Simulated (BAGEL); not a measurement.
# HF/STO-3G (density fitting with qzvpp-jkfit) run of C2F3N (cyanotrifluoromethane)

What is the energy change on altering one bond length of C2F3N (cyanotrifluoromethane) at HF/STO-3G (density fitting with qzvpp-jkfit)? 

Program for the calculation: BAGEL 1.2.2.

3 further runs of the same task are left out: 2 that didn't finish, 1 set aside as unsound or not needed.

### 1 The system as given

C2F3N: 6 atoms, total charge 0, spin state singlet. As SMILES, `N#CC(F)(F)F`. Geometry: relaxed at PBE0-D4/def2-TZVP.

Bond lengths: N1–C2 1.146 Å, C2–C3 1.481 Å, C3–F4 1.326 Å, C3–F5 1.326 Å, C3–F6 1.326 Å. Angles: N1–C2–C3 180.0°, C2–C3–F4 110.1°, C2–C3–F5 110.1°, C2–C3–F6 110.1°, F4–C3–F5 108.8°, F4–C3–F6 108.8°, F5–C3–F6 108.8°.

### 2 The energy at HF/STO-3G (density fitting with qzvpp-jkfit)

job.json reads:

```json
{ "bagel": [

{
  "title": "molecule",
  "basis": "sto-3g",
  "df_basis": "qzvpp-jkfit",
  "angstrom": "true",
  "geometry": [
    { "atom": "N", "xyz": [       1.022100,      -1.705100,       0.893500 ] },
    { "atom": "C", "xyz": [       0.486200,      -0.810600,       0.417800 ] },
    { "atom": "C", "xyz": [      -0.206400,       0.345600,      -0.197200 ] },
    { "atom": "F", "xyz": [      -1.316000,      -0.055800,      -0.802300 ] },
    { "atom": "F", "xyz": [       0.581500,       0.927000,      -1.091500 ] },
    { "atom": "F", "xyz": [      -0.525200,       1.234800,       0.733600 ] }
  ]
},

{
  "title": "hf"
},

{
  "title": "print",
  "file": "orbitals.molden",
  "orbitals": "true"
}

]}
```

On the command line:

```bash
$ BAGEL_NUM_THREADS=1 BAGEL job.json > job.out
```

Output:

```text
* using 1 threads per process

  ===============================================================
  ===============================================================

  *** Geometry ***

  { "atom" : "N", "xyz" : [      1.931489,     -3.222172,      1.688470 ] },
  { "atom" : "C", "xyz" : [      0.918785,     -1.531812,      0.789528 ] },
  { "atom" : "C", "xyz" : [     -0.390039,      0.653089,     -0.372654 ] },
  { "atom" : "F", "xyz" : [     -2.486880,     -0.105447,     -1.516127 ] },
  { "atom" : "F", "xyz" : [      1.098876,      1.751776,     -2.062636 ] },
  { "atom" : "F", "xyz" : [     -0.992484,      2.333434,      1.386303 ] },

  Number of auxiliary basis functions:      458

  Since a DF basis is specified, we compute 2- and 3-index integrals:
    o Being stored without compression. Storage requirement is 0.003 GB

  Number of basis functions:       30
  Number of electrons      :       46

    * METHOD: MOLECULE                             0.15

  *** RHF ***

  === Nuclear Repulsion ===
   232.2706488272

      * DIIS with orbital gradients will be used.

  === RHF iteration (sto-3g) ===
      0       -422.31523302          0.03782567           0.02
      1       -422.48820278          0.02725628           0.02
      2       -422.62158370          0.00449434           0.02
      3       -422.62613041          0.00087970           0.02
      4       -422.62668514          0.00011306           0.02
      5       -422.62669215          0.00001589           0.02
      6       -422.62669226          0.00000197           0.02
      7       -422.62669226          0.00000064           0.02
      8       -422.62669226          0.00000016           0.02
      9       -422.62669226          0.00000010           0.02
     10       -422.62669226          0.00000001           0.02
    * SCF iteration converged.

    * Permanent dipole moment:
           (    0.259214,    -0.432684,     0.230183) a.u.

    * METHOD: HF                                   0.26

    * METHOD: PRINT                                0.00

  ===============================================================
```

It took 0.54 s on 1 thread of Arm Neoverse V1, shared host.

### 3 The distorted shape

input.json reads:

```json
{ "bagel" : [

{
  "title" : "molecule",
  "basis" : "sto-3g",
  "df_basis" : "qzvpp-jkfit",
  "angstrom" : "true",
  "geometry" : [
    { "atom" : "N", "xyz" : [    0.391786,   -2.170216,    1.608934 ] },
    { "atom" : "C", "xyz" : [   -0.144114,   -1.275716,    1.133234 ] },
    { "atom" : "C", "xyz" : [   -0.836714,   -0.119516,    0.518234 ] },
    { "atom" : "F", "xyz" : [   -1.946314,   -0.520916,   -0.086866 ] },
    { "atom" : "F", "xyz" : [    0.581500,    0.927000,   -1.091500 ] },
    { "atom" : "F", "xyz" : [   -1.155514,    0.769684,    1.449034 ] }
  ]
},
{ "title" : "hf", "charge" : 0 },
{ "title" : "print", "file" : "orbitals.molden", "orbitals" : "true" }

]}
```

On the command line:

```bash
$ BAGEL_NUM_THREADS=1 BAGEL input.json > input.out
```

Output:

```text
* using 1 threads per process

  ===============================================================
  ===============================================================

  *** Geometry ***

  { "atom" : "N", "xyz" : [      0.740368,     -4.101114,      3.040445 ] },
  { "atom" : "C", "xyz" : [     -0.272336,     -2.410754,      2.141502 ] },
  { "atom" : "C", "xyz" : [     -1.581160,     -0.225853,      0.979320 ] },
  { "atom" : "F", "xyz" : [     -3.678000,     -0.984389,     -0.164153 ] },
  { "atom" : "F", "xyz" : [      1.098876,      1.751776,     -2.062636 ] },
  { "atom" : "F", "xyz" : [     -2.183605,      1.454492,      2.738277 ] },

  Number of auxiliary basis functions:      458

  Since a DF basis is specified, we compute 2- and 3-index integrals:
    o Being stored without compression. Storage requirement is 0.003 GB

  Number of basis functions:       30
  Number of electrons      :       46

    * METHOD: MOLECULE                             0.15

  *** RHF ***

  === Nuclear Repulsion ===
   205.3271894413

      * DIIS with orbital gradients will be used.

  === RHF iteration (sto-3g) ===
      0       -421.78718228          0.04031196           0.02
      1       -421.68590572          0.04638666           0.02
      2       -422.35110863          0.00361254           0.02
      3       -422.35594750          0.00134529           0.02
      4       -422.35674869          0.00047853           0.02
      5       -422.35686053          0.00022330           0.02
      6       -422.35687672          0.00008085           0.02
      7       -422.35688027          0.00002645           0.02
      8       -422.35688115          0.00002034           0.02
      9       -422.35688216          0.00001334           0.02
     10       -422.35688278          0.00000465           0.02
     11       -422.35688281          0.00000255           0.02
     12       -422.35688282          0.00000112           0.02
     13       -422.35688282          0.00000050           0.02
     14       -422.35688282          0.00000016           0.02
     15       -422.35688282          0.00000009           0.02
     16       -422.35688282          0.00000006           0.02
     17       -422.35688282          0.00000005           0.02
     18       -422.35688282          0.00000004           0.02
     19       -422.35688282          0.00000003           0.02
     20       -422.35688282          0.00000002           0.02
     21       -422.35688282          0.00000001           0.02
    * SCF iteration converged.

    * Permanent dipole moment:
           (    0.434331,    -0.385813,     0.100650) a.u.

    * METHOD: HF                                   0.46

    * METHOD: PRINT                                0.00

  ===============================================================
```

Wall time 0.75 s (1 thread of Arm Neoverse V1, shared host).

### 4 Outcome

Level: HF/STO-3G (density fitting with qzvpp-jkfit).

```
                                                         quantity          value
                                        first shape: total energy  -422.62669 Eh
                                       first shape: dipole moment         1.41 D
                                         first shape: HOMO energy      -12.56 eV
                                         first shape: LUMO energy        8.18 eV
                                       first shape: HOMO–LUMO gap       20.74 eV
                                    distorted shape: total energy  -422.35688 Eh
                                   distorted shape: dipole moment         1.50 D
                                     distorted shape: HOMO energy       -7.66 eV
                                     distorted shape: LUMO energy        1.53 eV
                                   distorted shape: HOMO–LUMO gap        9.19 eV
energy change with the C3–F5 bond stretched from 1.326 to 2.387 Å       7.342 eV
```

One bond (distorted shape) is far stretched, which a spin-restricted single reference describes badly; a broken-symmetry solution may lie lower. With the C3–F5 bond stretched from 1.326 to 2.387 Å the energy rises by 7.34 eV (708 kJ/mol). The first shape isn't relaxed at this level, so the change isn't measured from a minimum. A restricted reference can't describe the breaking bond well at this length. The minimal basis adds a large error of its own.
